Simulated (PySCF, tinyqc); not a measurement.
Worked calculation: RHF in the sto-3g basis, for CH2, spin multiplicity 1. The lowest restricted solution is unstable here: a spin-polarised one lies 0.0287 hartree lower (PySCF). Computed by tinyqc, a small Python program that keeps every step (integrals from PySCF). Settings: charge = 0, multiplicity = 1, basis = sto-3g, energy threshold = 1e-09, iteration cap = 54, orthogonalisation = symmetric, start = highest core orbitals, DIIS depth = 0, method = RHF. Command: `OMP_NUM_THREADS=1 python tinyqc.py 23553 23554 out.jsonl` (the two numbers bound the seeds that draw the settings). One thread of a shared host (Intel(R) Xeon(R) Processor @ 2.60GHz), about 0.06 s of CPU time with the checks. Later iterations appear only in the table of the cycle.

## One-electron integrals

Geometry (angstrom):
```
atom,x,y,z
C,0.00000,0.00000,0.00000
H,0.00000,1.10700,0.68300
H,0.00000,-1.10700,0.68300
```

Basis sto-3g: exponents (1/bohr^2) and contraction coefficients of normalised primitives:
```
element,l (shell),exponent,coefficient
C,s (1),71.61684,0.15433
C,s (1),13.04510,0.53533
C,s (1),3.53051,0.44463
C,s (2),2.94125,-0.09997
C,s (2),0.68348,0.39951
C,s (2),0.22229,0.70012
C,p (3),2.94125,0.15592
C,p (3),0.68348,0.60768
C,p (3),0.22229,0.39196
H,s (1),3.42525,0.15433
H,s (1),0.62391,0.53533
H,s (1),0.16886,0.44463
```

Overlap, kinetic and nuclear-attraction integrals over the contracted functions; the nuclear repulsion is the sum of Za Zb / Rab.

nuclear repulsion = 5.1209285 hartree

overlap S:
```
,1C 1s,1C 2s,1C 2px,1C 2py,1C 2pz,2H 1s,3H 1s
1C 1s,1.00000,0.24836,0.00000,0.00000,0.00000,0.03826,0.03826
1C 2s,0.24836,1.00000,0.00000,0.00000,0.00000,0.37705,0.37705
1C 2px,0.00000,0.00000,1.00000,0.00000,0.00000,0.00000,0.00000
1C 2py,0.00000,0.00000,0.00000,1.00000,0.00000,0.33073,-0.33073
1C 2pz,0.00000,0.00000,0.00000,0.00000,1.00000,0.20405,0.20405
2H 1s,0.03826,0.37705,0.00000,0.33073,0.20405,1.00000,0.08304
3H 1s,0.03826,0.37705,0.00000,-0.33073,0.20405,0.08304,1.00000
```

kinetic energy T (hartree):
```
,1C 1s,1C 2s,1C 2px,1C 2py,1C 2pz,2H 1s,3H 1s
1C 1s,15.89112,-0.08589,0.00000,0.00000,0.00000,-0.01127,-0.01127
1C 2s,-0.08589,0.47225,0.00000,0.00000,0.00000,0.05070,0.05070
1C 2px,0.00000,0.00000,1.47773,0.00000,0.00000,0.00000,0.00000
1C 2py,0.00000,0.00000,0.00000,1.47773,0.00000,0.12772,-0.12772
1C 2pz,0.00000,0.00000,0.00000,0.00000,1.47773,0.07880,0.07880
2H 1s,-0.01127,0.05070,0.00000,0.12772,0.07880,0.76003,-0.01144
3H 1s,-0.01127,0.05070,0.00000,-0.12772,0.07880,-0.01144,0.76003
```

nuclear attraction V (hartree):
```
,1C 1s,1C 2s,1C 2px,1C 2py,1C 2pz,2H 1s,3H 1s
1C 1s,-34.46639,-4.39431,0.00000,0.00000,-0.01249,-0.68621,-0.68621
1C 2s,-4.39431,-5.99491,0.00000,0.00000,-0.13757,-1.82124,-1.82124
1C 2px,0.00000,0.00000,-5.89431,0.00000,0.00000,0.00000,0.00000
1C 2py,0.00000,0.00000,0.00000,-6.02126,0.00000,-1.46333,1.46333
1C 2pz,-0.01249,-0.13757,0.00000,0.00000,-5.94263,-0.92821,-0.92821
2H 1s,-0.68621,-1.82124,0.00000,-1.46333,-0.92821,-3.88386,-0.35942
3H 1s,-0.68621,-1.82124,0.00000,1.46333,-0.92821,-0.35942,-3.88386
```

core Hamiltonian H = T + V (hartree):
```
,1C 1s,1C 2s,1C 2px,1C 2py,1C 2pz,2H 1s,3H 1s
1C 1s,-18.57527,-4.48020,0.00000,0.00000,-0.01249,-0.69748,-0.69748
1C 2s,-4.48020,-5.52266,0.00000,0.00000,-0.13757,-1.77055,-1.77055
1C 2px,0.00000,0.00000,-4.41658,0.00000,0.00000,0.00000,0.00000
1C 2py,0.00000,0.00000,0.00000,-4.54353,0.00000,-1.33561,1.33561
1C 2pz,-0.01249,-0.13757,0.00000,0.00000,-4.46490,-0.84941,-0.84941
2H 1s,-0.69748,-1.77055,0.00000,-1.33561,-0.84941,-3.12383,-0.37087
3H 1s,-0.69748,-1.77055,0.00000,1.33561,-0.84941,-0.37087,-3.12383
```

## Two-electron integrals

Functions are numbered as in S; the eight-fold symmetry (ij|kl) = (ji|kl) = (kl|ij) leaves the list below.

Two-electron integrals (ij|kl) in chemists' order, unique and non-zero (hartree):
```
i,j,k,l,(ij|kl)
1,1,1,1,3.54195
2,1,1,1,0.57692
2,1,2,1,0.11189
2,2,1,1,0.85468
2,2,2,1,0.20528
2,2,2,2,0.62471
3,1,3,1,0.02030
3,2,3,1,0.03086
3,2,3,2,0.13800
3,3,1,1,0.85244
3,3,2,1,0.20534
3,3,2,2,0.62457
3,3,3,3,0.67283
4,1,4,1,0.02030
4,2,4,1,0.03086
4,2,4,2,0.13800
4,3,4,3,0.03627
4,4,1,1,0.85244
4,4,2,1,0.20534
4,4,2,2,0.62457
4,4,3,3,0.60030
4,4,4,4,0.67283
5,1,5,1,0.02030
5,2,5,1,0.03086
5,2,5,2,0.13800
5,3,5,3,0.03627
5,4,5,4,0.03627
5,5,1,1,0.85244
5,5,2,1,0.20534
5,5,2,2,0.62457
5,5,3,3,0.60030
5,5,4,4,0.60030
5,5,5,5,0.67283
6,1,1,1,0.08918
6,1,2,1,0.01720
6,1,2,2,0.03156
6,1,3,3,0.03145
6,1,4,1,0.00087
6,1,4,2,0.00164
6,1,4,4,0.03169
6,1,5,1,0.00054
6,1,5,2,0.00101
6,1,5,4,0.00014
6,1,5,5,0.03154
6,1,6,1,0.00270
6,2,1,1,0.23674
6,2,2,1,0.05773
6,2,2,2,0.19628
6,2,3,3,0.19137
6,2,4,1,0.00465
6,2,4,2,0.03359
6,2,4,4,0.20189
6,2,5,1,0.00287
6,2,5,2,0.02073
6,2,5,4,0.00649
6,2,5,5,0.19538
6,2,6,1,0.00927
6,2,6,2,0.08453
6,3,3,1,0.00557
6,3,3,2,0.03028
6,3,4,3,0.00637
6,3,5,3,0.00393
6,3,6,3,0.00974
6,4,1,1,0.17960
6,4,2,1,0.04433
6,4,2,2,0.15981
6,4,3,3,0.15188
6,4,4,1,0.00864
6,4,4,2,0.05533
6,4,4,4,0.17250
6,4,5,1,0.00189
6,4,5,2,0.01546
6,4,5,4,0.00879
6,4,5,5,0.15488
6,4,6,1,0.00741
6,4,6,2,0.08160
6,4,6,4,0.08708
6,5,1,1,0.11081
6,5,2,1,0.02735
6,5,2,2,0.09860
6,5,3,3,0.09371
6,5,4,1,0.00189
6,5,4,2,0.01546
6,5,4,4,0.09857
6,5,5,1,0.00674
6,5,5,2,0.03981
6,5,5,4,0.00937
6,5,5,5,0.10342
6,5,6,1,0.00457
6,5,6,2,0.05035
6,5,6,4,0.04772
6,5,6,5,0.03918
6,6,1,1,0.40277
6,6,2,1,0.09985
6,6,2,2,0.38769
6,6,3,3,0.36786
6,6,4,1,0.00940
6,6,4,2,0.09319
6,6,4,4,0.41057
6,6,5,1,0.00580
6,6,5,2,0.05750
6,6,5,4,0.02635
6,6,5,5,0.38411
6,6,6,1,0.01620
6,6,6,2,0.21910
6,6,6,4,0.23269
6,6,6,5,0.14357
6,6,6,6,0.77461
7,1,1,1,0.08918
7,1,2,1,0.01720
7,1,2,2,0.03156
7,1,3,3,0.03145
7,1,4,1,-0.00087
7,1,4,2,-0.00164
7,1,4,4,0.03169
7,1,5,1,0.00054
7,1,5,2,0.00101
7,1,5,4,-0.00014
7,1,5,5,0.03154
7,1,6,1,0.00262
7,1,6,2,0.00872
7,1,6,4,0.00642
7,1,6,5,0.00431
7,1,6,6,0.01503
7,1,7,1,0.00270
7,2,1,1,0.23674
7,2,2,1,0.05773
7,2,2,2,0.19628
7,2,3,3,0.19137
7,2,4,1,-0.00465
7,2,4,2,-0.03359
7,2,4,4,0.20189
7,2,5,1,0.00287
7,2,5,2,0.02073
7,2,5,4,-0.00649
7,2,5,5,0.19538
7,2,6,1,0.00872
7,2,6,2,0.05822
7,2,6,4,0.04105
7,2,6,5,0.03375
7,2,6,6,0.11536
7,2,7,1,0.00927
7,2,7,2,0.08453
7,3,3,1,0.00557
7,3,3,2,0.03028
7,3,4,3,-0.00637
7,3,5,3,0.00393
7,3,6,3,0.00621
7,3,7,3,0.00974
7,4,1,1,-0.17960
7,4,2,1,-0.04433
7,4,2,2,-0.15981
7,4,3,3,-0.15188
7,4,4,1,0.00864
7,4,4,2,0.05533
7,4,4,4,-0.17250
7,4,5,1,-0.00189
7,4,5,2,-0.01546
7,4,5,4,0.00879
7,4,5,5,-0.15488
7,4,6,1,-0.00642
7,4,6,2,-0.04105
7,4,6,4,-0.02374
7,4,6,5,-0.02340
7,4,6,6,-0.07742
7,4,7,1,-0.00741
7,4,7,2,-0.08160
7,4,7,4,0.08708
7,5,1,1,0.11081
7,5,2,1,0.02735
7,5,2,2,0.09860
7,5,3,3,0.09371
7,5,4,1,-0.00189
7,5,4,2,-0.01546
7,5,4,4,0.09857
7,5,5,1,0.00674
7,5,5,2,0.03981
7,5,5,4,-0.00937
7,5,5,5,0.10342
7,5,6,1,0.00431
7,5,6,2,0.03375
7,5,6,4,0.02340
7,5,6,5,0.02538
7,5,6,6,0.07053
7,5,7,1,0.00457
7,5,7,2,0.05035
7,5,7,4,-0.04772
7,5,7,5,0.03918
7,6,1,1,0.04551
7,6,2,1,0.01115
7,6,2,2,0.03952
7,6,3,3,0.03843
7,6,4,4,0.03960
7,6,5,1,0.00091
7,6,5,2,0.00715
7,6,5,5,0.04051
7,6,6,1,0.00175
7,6,6,2,0.01517
7,6,6,4,0.01280
7,6,6,5,0.00994
7,6,6,6,0.03679
7,6,7,1,0.00175
7,6,7,2,0.01517
7,6,7,4,-0.01280
7,6,7,5,0.00994
7,6,7,6,0.00344
7,7,1,1,0.40277
7,7,2,1,0.09985
7,7,2,2,0.38769
7,7,3,3,0.36786
7,7,4,1,-0.00940
7,7,4,2,-0.09319
7,7,4,4,0.41057
7,7,5,1,0.00580
7,7,5,2,0.05750
7,7,5,4,-0.02635
7,7,5,5,0.38411
7,7,6,1,0.01503
7,7,6,2,0.11536
7,7,6,4,0.07742
7,7,6,5,0.07053
7,7,6,6,0.23866
7,7,7,1,0.01620
7,7,7,2,0.21910
7,7,7,4,-0.23269
7,7,7,5,0.14357
7,7,7,6,0.03679
7,7,7,7,0.77461
```

## Orthogonalisation

S = U s U^T; symmetric (Loewdin) form X = U s^(-1/2) U^T, so that X^T S X = 1.

eigenvalues of S: 0.40600  0.48892  0.87568  1.00000  1.09905  1.42804  1.70230

X:
```
,1C 1s,1C 2s,1C 2px,1C 2py,1C 2pz,2H 1s,3H 1s
1C 1s,1.02634,-0.14537,0.00000,0.00000,-0.00848,0.02229,0.02229
1C 2s,-0.14537,1.16658,0.00000,0.00000,0.07504,-0.23554,-0.23554
1C 2px,0.00000,0.00000,1.00000,0.00000,0.00000,0.00000,0.00000
1C 2py,0.00000,0.00000,0.00000,1.10725,0.00000,-0.20895,0.20895
1C 2pz,-0.00848,0.07504,0.00000,0.00000,1.03956,-0.12468,-0.12468
2H 1s,0.02229,-0.23554,0.00000,-0.20895,-0.12468,1.14280,-0.01692
3H 1s,0.02229,-0.23554,0.00000,0.20895,-0.12468,-0.01692,1.14280
```

## Starting guess

The start is the highest orbitals of the core Hamiltonian (a deliberately bad start); D = 2 C_occ C_occ^T.

D at the start:
```
,1C 1s,1C 2s,1C 2px,1C 2py,1C 2pz,2H 1s,3H 1s
1C 1s,0.02677,-0.14151,0.00000,0.00000,0.15407,0.09297,0.09297
1C 2s,-0.14151,0.84696,0.00000,0.00000,-0.51298,-0.81364,-0.81364
1C 2px,0.00000,0.00000,2.00000,0.00000,0.00000,0.00000,0.00000
1C 2py,0.00000,0.00000,0.00000,0.30953,0.00000,-0.65734,0.65734
1C 2pz,0.15407,-0.51298,0.00000,0.00000,1.80273,-0.44504,-0.44504
2H 1s,0.09297,-0.81364,0.00000,-0.65734,-0.44504,2.76708,-0.02482
3H 1s,0.09297,-0.81364,0.00000,0.65734,-0.44504,-0.02482,2.76708
```

## Iteration 1: building the Fock matrix

J_ij = sum D_kl (ij|kl), K_ij = sum D_kl (ik|jl); F = H + J - 0.5 K; E = tr D H + tr D J / 2 - 0.25 tr D K + E_nn.

Coulomb J (hartree):
```
,1C 1s,1C 2s,1C 2px,1C 2py,1C 2pz,2H 1s,3H 1s
1C 1s,4.98082,1.20732,0.00000,0.00000,-0.01947,0.18492,0.18492
1C 2s,1.20732,3.98306,0.00000,0.00000,0.00717,1.39301,1.39301
1C 2px,0.00000,0.00000,3.96391,0.00000,0.00000,0.00000,0.00000
1C 2py,0.00000,0.00000,0.00000,3.98059,0.00000,1.20013,-1.20013
1C 2pz,-0.01947,0.00717,0.00000,0.00000,4.00131,0.75008,0.75008
2H 1s,0.18492,1.39301,0.00000,1.20013,0.75008,3.47416,0.29001
3H 1s,0.18492,1.39301,0.00000,-1.20013,0.75008,0.29001,3.47416
```

exchange K (hartree):
```
,1C 1s,1C 2s,1C 2px,1C 2py,1C 2pz,2H 1s,3H 1s
1C 1s,0.09854,0.12050,0.00000,0.00000,-0.02381,0.01566,0.01566
1C 2s,0.12050,0.76382,0.00000,0.00000,-0.50459,0.28584,0.28584
1C 2px,0.00000,0.00000,1.46434,0.00000,0.00000,0.00000,0.00000
1C 2py,0.00000,0.00000,0.00000,0.29188,0.00000,0.26265,-0.26265
1C 2pz,-0.02381,-0.50459,0.00000,0.00000,1.28515,0.15147,0.15147
2H 1s,0.01566,0.28584,0.00000,0.26265,0.15147,1.48334,0.06609
3H 1s,0.01566,0.28584,0.00000,-0.26265,0.15147,0.06609,1.48334
```

Fock matrix F (hartree):
```
,1C 1s,1C 2s,1C 2px,1C 2py,1C 2pz,2H 1s,3H 1s
1C 1s,-13.64372,-3.33313,0.00000,0.00000,-0.02006,-0.52039,-0.52039
1C 2s,-3.33313,-1.92151,0.00000,0.00000,0.12190,-0.52046,-0.52046
1C 2px,0.00000,0.00000,-1.18484,0.00000,0.00000,0.00000,0.00000
1C 2py,0.00000,0.00000,0.00000,-0.70888,0.00000,-0.26680,0.26680
1C 2pz,-0.02006,0.12190,0.00000,0.00000,-1.10617,-0.17507,-0.17507
2H 1s,-0.52039,-0.52046,0.00000,-0.26680,-0.17507,-0.39134,-0.11390
3H 1s,-0.52039,-0.52046,0.00000,0.26680,-0.17507,-0.11390,-0.39134
```

total energy of this density = -11.9846078 hartree

## Iteration 1: diagonalisation and new density

Diagonalise F' = X^T F X, C = X C', fill 4 alpha and 4 beta electrons from the bottom; D = 2 C_occ C_occ^T. Each column has its largest component positive (the first on a tie).

F' = X^T F X (hartree):
```
,1,2,3,4,5,6,7
1,-13.45857,-1.50681,0.00000,0.00000,-0.04416,-0.07872,-0.07872
2,-1.50681,-1.30018,0.00000,0.00000,0.15778,-0.18032,-0.18032
3,0.00000,0.00000,-1.18484,0.00000,0.00000,0.00000,0.00000
4,0.00000,0.00000,0.00000,-0.64641,0.00000,-0.13466,0.13466
5,-0.04416,0.15778,0.00000,0.00000,-1.09128,-0.06989,-0.06989
6,-0.07872,-0.18032,0.00000,-0.13466,-0.06989,-0.19767,-0.02125
7,-0.07872,-0.18032,0.00000,0.13466,-0.06989,-0.02125,-0.19767
```

orbital energies (hartree): MO1 -13.64407, MO2 -1.27937, MO3 -1.18484, MO4 -1.00742, MO5 -0.71388, MO6 -0.13809, MO7 -0.10895

coefficients C:
```
,MO1,MO2,MO3,MO4,MO5,MO6,MO7
1C 1s,1.00137,-0.20145,0.00000,-0.15492,0.00000,0.09082,0.00000
1C 2s,-0.00608,0.83422,0.00000,0.63504,0.00000,-0.63197,0.00000
1C 2px,0.00000,0.00000,1.00000,0.00000,0.00000,0.00000,0.00000
1C 2py,0.00000,0.00000,0.00000,0.00000,0.94498,0.00000,-0.64833
1C 2pz,0.00096,-0.59711,0.00000,0.80491,0.00000,-0.33623,0.00000
2H 1s,0.00168,-0.01348,0.00000,-0.01691,0.07692,0.83956,0.84274
3H 1s,0.00168,-0.01348,0.00000,-0.01691,-0.07692,0.83956,-0.84274
```

D after iteration 1:
```
,1C 1s,1C 2s,1C 2px,1C 2py,1C 2pz,2H 1s,3H 1s
1C 1s,2.13464,-0.54506,0.00000,0.00000,-0.00689,0.01404,0.01404
1C 2s,-0.54506,2.19848,0.00000,0.00000,0.02603,-0.04398,-0.04398
1C 2px,0.00000,0.00000,2.00000,0.00000,0.00000,0.00000,0.00000
1C 2py,0.00000,0.00000,0.00000,0.00000,0.00000,0.00000,0.00000
1C 2pz,-0.00689,0.02603,0.00000,0.00000,2.00884,-0.01112,-0.01112
2H 1s,0.01404,-0.04398,0.00000,0.00000,-0.01112,0.00094,0.00094
3H 1s,0.01404,-0.04398,0.00000,0.00000,-0.01112,0.00094,0.00094
```

## Iteration 2: building the Fock matrix

As before.

Coulomb J (hartree):
```
,1C 1s,1C 2s,1C 2px,1C 2py,1C 2pz,2H 1s,3H 1s
1C 1s,12.18744,2.37382,0.00000,0.00000,0.00056,0.36571,0.36571
1C 2s,2.37382,5.44152,0.00000,0.00000,0.00152,1.63661,1.63661
1C 2px,0.00000,0.00000,5.48517,0.00000,0.00000,0.00000,0.00000
1C 2py,0.00000,0.00000,0.00000,5.33812,0.00000,1.29039,-1.29039
1C 2pz,0.00056,0.00152,0.00000,0.00000,5.48471,0.81228,0.81228
2H 1s,0.36571,1.63661,0.00000,1.29039,0.81228,3.08122,0.32755
3H 1s,0.36571,1.63661,0.00000,-1.29039,0.81228,0.32755,3.08122
```

exchange K (hartree):
```
,1C 1s,1C 2s,1C 2px,1C 2py,1C 2pz,2H 1s,3H 1s
1C 1s,7.26120,1.27893,0.00000,0.00000,-0.00007,0.20413,0.20413
1C 2s,1.27893,1.90974,0.00000,0.00000,0.00350,0.53844,0.53844
1C 2px,0.00000,0.00000,1.72643,0.00000,0.00000,0.00000,0.00000
1C 2py,0.00000,0.00000,0.00000,0.44894,0.00000,0.09825,-0.09825
1C 2pz,-0.00007,0.00350,0.00000,0.00000,1.72611,0.25452,0.25452
2H 1s,0.20413,0.53844,0.00000,0.09825,0.25452,0.25952,0.17667
3H 1s,0.20413,0.53844,0.00000,-0.09825,0.25452,0.17667,0.25952
```

Fock matrix F (hartree):
```
,1C 1s,1C 2s,1C 2px,1C 2py,1C 2pz,2H 1s,3H 1s
1C 1s,-10.01843,-2.74584,0.00000,0.00000,-0.01189,-0.43383,-0.43383
1C 2s,-2.74584,-1.03601,0.00000,0.00000,-0.13780,-0.40316,-0.40316
1C 2px,0.00000,0.00000,0.20537,0.00000,0.00000,0.00000,0.00000
1C 2py,0.00000,0.00000,0.00000,0.57012,0.00000,-0.09434,0.09434
1C 2pz,-0.01189,-0.13780,0.00000,0.00000,0.15675,-0.16440,-0.16440
2H 1s,-0.43383,-0.40316,0.00000,-0.09434,-0.16440,-0.17237,-0.13165
3H 1s,-0.43383,-0.40316,0.00000,0.09434,-0.16440,-0.13165,-0.17237
```

total energy of this density = -37.0356841 hartree

## Iteration 2: diagonalisation and new density

As before.

F' = X^T F X (hartree):
```
,1,2,3,4,5,6,7
1,-9.79043,-1.50738,0.00000,0.00000,-0.02056,-0.02972,-0.02972
2,-1.50738,-0.35171,0.00000,0.00000,-0.01998,-0.26912,-0.26912
3,0.00000,0.00000,0.20537,0.00000,0.00000,0.00000,0.00000
4,0.00000,0.00000,0.00000,0.78272,0.00000,-0.25142,0.25142
5,-0.02056,-0.01998,0.00000,0.00000,0.23408,-0.18148,-0.18148
6,-0.02972,-0.26912,0.00000,-0.25142,-0.18148,0.04954,-0.03693
7,-0.02972,-0.26912,0.00000,0.25142,-0.18148,-0.03693,0.04954
```

orbital energies (hartree): MO1 -10.02638, MO2 -0.47425, MO3 -0.06301, MO4 0.12118, MO5 0.20537, MO6 0.48400, MO7 0.93221

coefficients C:
```
,MO1,MO2,MO3,MO4,MO5,MO6,MO7
1C 1s,0.99185,-0.20001,0.00000,-0.18113,0.00000,-0.13784,0.00000
1C 2s,0.03326,0.62020,0.00000,0.77011,0.00000,0.72098,0.00000
1C 2px,0.00000,0.00000,0.00000,0.00000,1.00000,0.00000,0.00000
1C 2py,0.00000,0.00000,0.15672,0.00000,0.00000,0.00000,1.13524
1C 2pz,0.00406,0.20297,0.00000,-0.63724,0.00000,0.81865,0.00000
2H 1s,-0.00664,0.33265,0.67497,-0.33479,0.00000,-0.69465,-0.51044
3H 1s,-0.00664,0.33265,-0.67497,-0.33479,0.00000,-0.69465,0.51044
```

D after iteration 2:
```
,1C 1s,1C 2s,1C 2px,1C 2py,1C 2pz,2H 1s,3H 1s
1C 1s,2.11314,-0.46109,0.00000,0.00000,0.15772,-0.02496,-0.02496
1C 2s,-0.46109,1.95764,0.00000,0.00000,-0.72944,-0.10347,-0.10347
1C 2px,0.00000,0.00000,0.00000,0.00000,0.00000,0.00000,0.00000
1C 2py,0.00000,0.00000,0.00000,0.04912,0.00000,0.21156,-0.21156
1C 2pz,0.15772,-0.72944,0.00000,0.00000,0.89458,0.56166,0.56166
2H 1s,-0.02496,-0.10347,0.00000,0.21156,0.56166,1.35672,-0.46560
3H 1s,-0.02496,-0.10347,0.00000,-0.21156,0.56166,-0.46560,1.35672
```

## Iteration 12 (converged): orbitals

converged F (hartree):
```
,1C 1s,1C 2s,1C 2px,1C 2py,1C 2pz,2H 1s,3H 1s
1C 1s,-11.00418,-2.95377,0.00000,0.00000,-0.02426,-0.46636,-0.46636
1C 2s,-2.95377,-1.41693,0.00000,0.00000,-0.04401,-0.52924,-0.52924
1C 2px,0.00000,0.00000,0.23443,0.00000,0.00000,0.00000,0.00000
1C 2py,0.00000,0.00000,0.00000,-0.14323,0.00000,-0.32924,0.32924
1C 2pz,-0.02426,-0.04401,0.00000,0.00000,-0.18437,-0.23519,-0.23519
2H 1s,-0.46636,-0.52924,0.00000,-0.32924,-0.23519,-0.34063,-0.11449
3H 1s,-0.46636,-0.52924,0.00000,0.32924,-0.23519,-0.11449,-0.34063
```

As before.

F' = X^T F X (hartree):
```
,1,2,3,4,5,6,7
1,-10.77582,-1.54993,0.00000,0.00000,-0.04777,-0.02965,-0.02965
2,-1.54993,-0.68328,0.00000,0.00000,0.10626,-0.33014,-0.33014
3,0.00000,0.00000,0.23443,0.00000,0.00000,0.00000,0.00000
4,0.00000,0.00000,0.00000,0.10935,0.00000,-0.36359,0.36359
5,-0.04777,0.10626,0.00000,0.00000,-0.08507,-0.23667,-0.23667
6,-0.02965,-0.33014,0.00000,-0.36359,-0.23667,-0.02227,-0.02475
7,-0.02965,-0.33014,0.00000,0.36359,-0.23667,-0.02475,-0.02227
```

orbital energies (hartree): MO1 -11.00971, MO2 -0.76052, MO3 -0.46104, MO4 -0.28573, MO5 0.23443, MO6 0.46477, MO7 0.57287

coefficients C:
```
,MO1,MO2,MO3,MO4,MO5,MO6,MO7
1C 1s,0.99350,-0.22617,0.00000,0.12328,0.00000,-0.14890,0.00000
1C 2s,0.02673,0.75620,0.00000,-0.55368,0.00000,0.78708,0.00000
1C 2px,0.00000,0.00000,0.00000,0.00000,1.00000,0.00000,0.00000
1C 2py,0.00000,0.00000,0.52189,0.00000,0.00000,0.00000,1.02027
1C 2pz,0.00430,0.11908,0.00000,0.77044,0.00000,0.71393,0.00000
2H 1s,-0.00528,0.25506,0.46918,0.28117,0.00000,-0.74912,-0.70427
3H 1s,-0.00528,0.25506,-0.46918,0.28117,0.00000,-0.74912,0.70427
```

D after iteration 12:
```
,1C 1s,1C 2s,1C 2px,1C 2py,1C 2pz,2H 1s,3H 1s
1C 1s,2.10680,-0.42546,0.00000,0.00000,0.14463,-0.05654,-0.05654
1C 2s,-0.42546,1.75825,0.00000,0.00000,-0.67283,0.07412,0.07412
1C 2px,0.00000,0.00000,0.00000,0.00000,0.00000,0.00000,0.00000
1C 2py,0.00000,0.00000,0.00000,0.54475,0.00000,0.48972,-0.48972
1C 2pz,0.14463,-0.67283,0.00000,0.00000,1.21556,0.49394,0.49394
2H 1s,-0.05654,0.07412,0.00000,0.48972,0.49394,0.72853,-0.15198
3H 1s,-0.05654,0.07412,0.00000,-0.48972,0.49394,-0.15198,0.72853
```

## Convergence

Stop when the energy changes by less than 1e-09 hartree and every element of the error matrix X^T (F D S - S D F) X is below 9e-06.

Course of the cycle:
```
iteration,E (hartree),change,largest element of the error matrix
1,-11.9846078,-,2.31e-01
2,-37.0356841,-2.51e+01,3.56e-01
3,-38.0867870,-1.05e+00,3.81e-01
4,-38.3184299,-2.32e-01,4.90e-02
5,-38.3226659,-4.24e-03,1.06e-02
6,-38.3229762,-3.10e-04,3.21e-03
7,-38.3230017,-2.56e-05,9.04e-04
8,-38.3230039,-2.12e-06,2.60e-04
9,-38.3230040,-1.75e-07,7.40e-05
10,-38.3230040,-1.45e-08,2.10e-05
11,-38.3230040,-1.21e-09,5.87e-06
12,-38.3230040,-1.02e-10,1.76e-06
```

PySCF RHF in the same basis = -38.3230040 hartree

Converged in 12 iterations.

## Populations, bond orders and dipole

Mulliken: Z minus the diagonal of D S on the atom; Loewdin: the same with S^(1/2) D S^(1/2); Mayer order: 2 sum_s sum (D(s) S)_ij (D(s) S)_ji over the two atoms.

Charges (e):
```
atom,Mulliken,Loewdin
1C,0.00890,0.03633
2H,-0.00445,-0.01817
3H,-0.00445,-0.01817
```

Mayer bond orders:
```
pair,order
2-1,0.98388
3-1,0.98388
3-2,0.01610
```

dipole moment about the origin, x y z (debye): 0.00000  0.00000  1.40007
